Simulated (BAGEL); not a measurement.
**CH3BO (Borane carbonyl): HF/def2-TZVP (density fitting with cc-pvqz-jkfit)**

Aim: the vertical singlet–triplet gap of CH3BO (Borane carbonyl) at HF/def2-TZVP (density fitting with cc-pvqz-jkfit), from 2 runs. 

Program for the calculation: BAGEL 1.2.2.

8 further runs of the same task are left out: 3 that didn't finish, 5 set aside as unsound or not needed.

### 1 The molecule

CH3BO has 6 atoms, charge 0, and is taken as a singlet. As SMILES, `[BH3-]C#[O+]`. The coordinates come from a PBE0-D4/def2-TZVP relaxation.

Bond lengths: B1–C2 1.512 Å, C2–O3 1.127 Å, B1–H4 1.209 Å, B1–H5 1.209 Å, B1–H6 1.209 Å. Angles: B1–C2–O3 179.9°, C2–B1–H4 104.6°, C2–B1–H5 104.5°, C2–B1–H6 104.5°, H4–B1–H5 113.9°, H4–B1–H6 113.9°, H5–B1–H6 113.9°.

### 2 The energy at HF/def2-TZVP (density fitting with cc-pvqz-jkfit)

Input file input.json:

```json
{ "bagel" : [

{
  "title" : "molecule",
  "basis" : "def2-tzvp.json",
  "df_basis" : "cc-pvqz-jkfit",
  "angstrom" : "true",
  "geometry" : [
    { "atom" : "B", "xyz" : [   -0.275160,    0.419730,   -0.199910 ] },
    { "atom" : "C", "xyz" : [    0.494180,   -0.755680,    0.359250 ] },
    { "atom" : "O", "xyz" : [    1.068320,   -1.631140,    0.776320 ] },
    { "atom" : "H", "xyz" : [   -1.437140,    0.121710,   -0.050320 ] },
    { "atom" : "H", "xyz" : [    0.069540,    0.485120,   -1.356800 ] },
    { "atom" : "H", "xyz" : [    0.080260,    1.360240,    0.471460 ] }
  ]
},
{
  "title" : "hf"
},
{
  "title" : "print",
  "file" : "orbitals.molden",
  "orbitals" : "true"
}

]}
```

The basis set def2-TZVP is read from a file made from the Basis Set Exchange's data (not shown).

On the command line:

```console
BAGEL_NUM_THREADS=1 BAGEL input.json > input.out
```

Standard output:

```text
* using 1 threads per process

  ===============================================================
  ===============================================================

  *** Geometry ***

  { "atom" : "B", "xyz" : [     -0.519977,      0.793175,     -0.377775 ] },
  { "atom" : "C", "xyz" : [      0.933865,     -1.428028,      0.678884 ] },
  { "atom" : "O", "xyz" : [      2.018832,     -3.082408,      1.467032 ] },
  { "atom" : "H", "xyz" : [     -2.715801,      0.229999,     -0.095091 ] },
  { "atom" : "H", "xyz" : [      0.131412,      0.916744,     -2.563980 ] },
  { "atom" : "H", "xyz" : [      0.151669,      2.570481,      0.890930 ] },

  Number of auxiliary basis functions:      471

  Since a DF basis is specified, we compute 2- and 3-index integrals:
    o Being stored without compression. Storage requirement is 0.046 GB

  Number of basis functions:      111
  Number of electrons      :       22

    * METHOD: MOLECULE                             0.20

  *** RHF ***

  === Nuclear Repulsion ===
    56.8302504860

      * DIIS with orbital gradients will be used.

  === RHF iteration (def2-tzvp.json) ===
      0       -139.03559944          0.02027890           0.04
      1       -139.09761515          0.01813029           0.04
      2       -139.19448273          0.00192500           0.04
      3       -139.19643150          0.00049761           0.04
      4       -139.19655971          0.00011779           0.04
      5       -139.19657102          0.00002814           0.04
      6       -139.19657156          0.00000752           0.04
      7       -139.19657159          0.00000172           0.04
      8       -139.19657160          0.00000087           0.04
      9       -139.19657160          0.00000022           0.04
     10       -139.19657160          0.00000005           0.04
     11       -139.19657160          0.00000001           0.04
     12       -139.19657160          0.00000000           0.04
    * SCF iteration converged.

    * Permanent dipole moment:
           (   -0.335513,     0.513461,    -0.243955) a.u.

    * METHOD: HF                                   0.63

    * METHOD: PRINT                                0.02

  ===============================================================
```

It took 1 s on 1 thread of Arm Neoverse V2, shared host.

### 3 The triplet

input.json, as its differences from that of step 2:

```diff
@@ -6,3 +6,3 @@
   "df_basis" : "cc-pvqz-jkfit",
-  "angstrom" : "true",
+  "angstrom" : true,
   "geometry" : [
@@ -16,10 +16,4 @@
 },
-{
-  "title" : "hf"
-},
-{
-  "title" : "print",
-  "file" : "orbitals.molden",
-  "orbitals" : "true"
-}
+{ "title" : "uhf", "charge" : 0, "nopen" : 2 },
+{ "title" : "print", "file" : "orbitals.molden", "orbitals" : true }
```

The basis set def2-TZVP is read from a file made from the Basis Set Exchange's data (not shown).

On the command line:

```console
BAGEL_NUM_THREADS=1 BAGEL input.json > input.out
```

Standard output:

```text
* using 1 threads per process

  ===============================================================
  ===============================================================

  *** Geometry ***

  { "atom" : "B", "xyz" : [     -0.519977,      0.793175,     -0.377775 ] },
  { "atom" : "C", "xyz" : [      0.933865,     -1.428028,      0.678884 ] },
  { "atom" : "O", "xyz" : [      2.018832,     -3.082408,      1.467032 ] },
  { "atom" : "H", "xyz" : [     -2.715801,      0.229999,     -0.095091 ] },
  { "atom" : "H", "xyz" : [      0.131412,      0.916744,     -2.563980 ] },
  { "atom" : "H", "xyz" : [      0.151669,      2.570481,      0.890930 ] },

  Number of auxiliary basis functions:      471

  Since a DF basis is specified, we compute 2- and 3-index integrals:
    o Being stored without compression. Storage requirement is 0.046 GB

  Number of basis functions:      111
  Number of electrons      :       22

    * METHOD: MOLECULE                             0.20

  *** Open-shell HF ***

  === Nuclear Repulsion ===
    56.8302504860

      * DIIS with orbital gradients will be used.

  === UHF iteration (def2-tzvp.json) ===
      0       -138.73254315          0.04462636           0.08
      1       -138.82647199          0.03946568           0.08
      2       -138.88050651          0.03133563           0.08
      3       -138.96860884          0.00275526           0.08
      4       -138.97101509          0.00147817           0.08
      5       -138.97210615          0.00091600           0.08
      6       -138.97287010          0.00060320           0.08
      7       -138.97342266          0.00035159           0.09
      8       -138.97372769          0.00019698           0.08
      9       -138.97384119          0.00015015           0.08
[... 31 lines of this table left out ...]
     41       -138.97430594          0.00000002           0.08
     42       -138.97430594          0.00000002           0.08
     43       -138.97430594          0.00000001           0.08
     44       -138.97430594          0.00000001           0.08
    * SCF iteration converged.

    * S^2 (UHF) is 2.0206

    * Permanent dipole moment:
           (    1.112540,    -0.662157,     0.311619) a.u.

    * METHOD: UHF                                  3.79

    * METHOD: PRINT                                0.02

  ===============================================================
```

Run time: 4.2 s. Hardware: 1 thread of Arm Neoverse V2, shared host.

### 4 Results

Level: HF/def2-TZVP (density fitting with cc-pvqz-jkfit).

```
                                        quantity          value
                           singlet: total energy  -139.19657 Eh
                          singlet: dipole moment         1.68 D
                            singlet: HOMO energy      -12.85 eV
                            singlet: LUMO energy        2.76 eV
                          singlet: HOMO–LUMO gap       15.61 eV
                           triplet: total energy  -138.97431 Eh
                          triplet: dipole moment         3.38 D
                                   triplet: ⟨S²⟩          2.021
vertical energy of the triplet above the singlet       6.048 eV
```

What this shows: At this shape the triplet lies 6.05 eV (584 kJ/mol) above the singlet.
